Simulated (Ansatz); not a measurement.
Question: Name a neutral molecule of C, N and H with HOMO energy (B3LYP/def2-TZVPP) between -6.20 and -5.90 eV and LUMO energy (B3LYP/def2-TZVPP) between 0.65 and 0.95 eV (Ansatz, PBE0-D4/def2-TZVP geometry).

Answer: `CNCNC` (-6.15 eV, 0.71 eV); `CC1CCN1` (-6.17 eV, 0.83 eV); `N[C@H]1C[C@@H]1N` (-6.07 eV, 0.90 eV); `CCNCN` (-6.10 eV, 0.87 eV); `C#CN(C)CN` (-5.95 eV, 0.67 eV). Other molecules can fit too; these were computed, each in one conformer that needn't be the lowest.

B3LYP here is the variant with VWN-RPA as its local correlation; programs differ in this.
